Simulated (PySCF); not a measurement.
# Basis set benchmark on one molecule

Molecule: SMILES C(C)(C)Cl, C3H7Cl.

Cartesian coordinates in Å; atom numbers follow the order of the lines, from 1:
```xyz
11

C    -1.1722   -0.5375    0.1315
C    -0.1247    0.4852   -0.2522
C     1.2959    0.0122   -0.0313
Cl   -0.4003    2.0016    0.6958
H    -1.0746   -0.8130    1.1925
H    -1.0471   -1.4480   -0.4763
H    -2.1864   -0.1473   -0.0317
H    -0.2615    0.7892   -1.3008
H     1.4578   -0.2485    1.0256
H     1.4919   -0.8829   -0.6433
H     2.0210    0.7893   -0.3100
```

Geometry PBE0-D3(BJ)/def2-SVP throughout; GIAO in PySCF 2.14.0 with density-fitted response routines, gas phase, one conformer, non-relativistic; equivalent atoms averaged; functional PBE0.

Reference values (measured; solution, not stated per compound (mostly CDCl3 or CCl4); Pretsch, Buehlmann, Badertscher, Structure Determination of Organic Compounds, 4th ed. (2009)): δ(C2) = 53.7 ppm, δ(C1/C3) = 27.3 ppm, δ(H8) = 4.14 ppm, δ(H5/H6/H7/H9/H10/H11) = 1.55 ppm. Computed shifts are taken against TMS, calculated as an isolated molecule at each level.

Q: How do the basis sets STO-3G, 6-31G, pcSseg-0, 6-31G*, def2-SVP, cc-pVDZ, pcSseg-1, 6-311+G(2d,p), aug-cc-pVDZ, def2-TZVP, IGLO-III, cc-pVTZ, pcSseg-2 perform against the reference? Times are CPU seconds on shared hosts with different chips, so compare them loosely.

A: 
```
    basis set  functions    C2  C1/C3    H8  H5/H6/H7/H9/H10/H11  mean abs. error C  mean abs. error H  core-s
       STO-3G         31  54.2   24.2  2.59                 1.21                1.8               0.94     2.9
        6-31G         54  54.0   27.8  4.09                 1.57                0.4               0.03     6.3
     pcSseg-0         54  56.5   30.0  3.71                 1.57                2.7               0.22     2.4
       6-31G*         74  52.7   26.7  4.02                 1.37                0.8               0.15     9.6
     def2-SVP         95  54.2   26.6  3.80                 1.27                0.6               0.31      10
      cc-pVDZ         95  58.7   28.0  3.86                 1.33                2.8               0.25     4.6
     pcSseg-1        110  58.4   28.7  3.85                 1.39                3.0               0.22      11
6-311+G(2d,p)        158  58.5   27.7  4.10                 1.39                2.6               0.10      24
  aug-cc-pVDZ        159  59.0   26.9  4.17                 1.49                2.8               0.05       9
    def2-TZVP        172  59.2   28.6  4.08                 1.38                3.4               0.11      22
     IGLO-III        219  59.8   29.0  4.11                 1.39                3.9               0.09      13
      cc-pVTZ        222  58.8   28.3  4.10                 1.39                3.0               0.10      14
     pcSseg-2        249  60.6   29.4  4.11                 1.39                4.5               0.09      36
```

For 13C the closest is 6-31G (0.4 ppm, with def2-SVP practically level) and the furthest pcSseg-2 (4.5 ppm).

For 1H the closest is 6-31G (0.03 ppm, with aug-cc-pVDZ practically level) and the furthest STO-3G (0.94 ppm). Where a smaller basis beats a larger one, errors probably cancel; the largest sets show where the functional converges. One molecule is a small sample, and vibrational and solvent effects are absent from the calculation.

A small basis that lands close on one nucleus may do so by chance; judge by the trend and by all nuclei.
